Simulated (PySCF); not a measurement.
**Ionisation energy of P by level of theory**

P [Ne] 3s2 3p3 (4S) → P⁺ [Ne] 3s2 3p2 (3P), as a difference of total energies. All numbers are calculated (PySCF 2.14, no relativity, point nucleus, in aug-cc-pV(T+d)Z with one added diffuse shell each of s, p, d, f type (7s6p5d3f, 71 functions)). Correlated levels: valence: [Ne] frozen. The calculations carry no spin-orbit coupling.

```json
{"method": "UHF", "ionisation energy (eV)": "9.910"}
{"method": "MP2 (valence)", "ionisation energy (eV)": "10.496"}
{"method": "SCS-MP2 (valence)", "ionisation energy (eV)": "10.318"}
{"method": "CCSD (valence)", "ionisation energy (eV)": "10.429"}
{"method": "CCSD(T) (valence)", "ionisation energy (eV)": "10.475"}
```

Q: How much does correlation contribute at CCSD(T) (valence)?

A: 10.475 − (9.910) = 0.565 eV, measured against UHF.

A first-order spin-orbit estimate (lowest level to lowest level, LS coupling) adds -0.034 eV.

Errors of the correlated levels include the incompleteness of this basis and the frozen core.

For comparison: 10.487 eV (measured; NIST Atomic Spectra Database, ionization energies).
